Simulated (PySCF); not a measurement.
Gas-phase reaction: CH3SiCl3 + 2 H2 = CH3SiH + 3 HCl

Method: PySCF energies plus ideal-gas RRHO corrections (1 bar). † marks an energy on the PBE0/def2-TZVP geometry and frequencies; other levels use their own. 6-31G* has spherical d functions here. All species are closed-shell singlets. CH3SiH: computed as isolated molecules; such fragments, hydroxides, amides, oligomers or adducts are transient or little studied in the gas.

LDA/def2-TZVP† gives ΔH°(298 K) = 524 kJ.

**Question.** What do HF/6-31G*, PBE0/def2-QZVP†, BLYP/def2-TZVP† give?

**Answer.** HF/6-31G*: 466 kJ; PBE0/def2-QZVP†: 489 kJ; BLYP/def2-TZVP†: 454 kJ. For scale, ΔH°(298 K) is 524 kJ at this level, 507 kJ at ωB97M-V/def2-TZVP†, and runs from 389 to 533 kJ over the 19 levels computed.
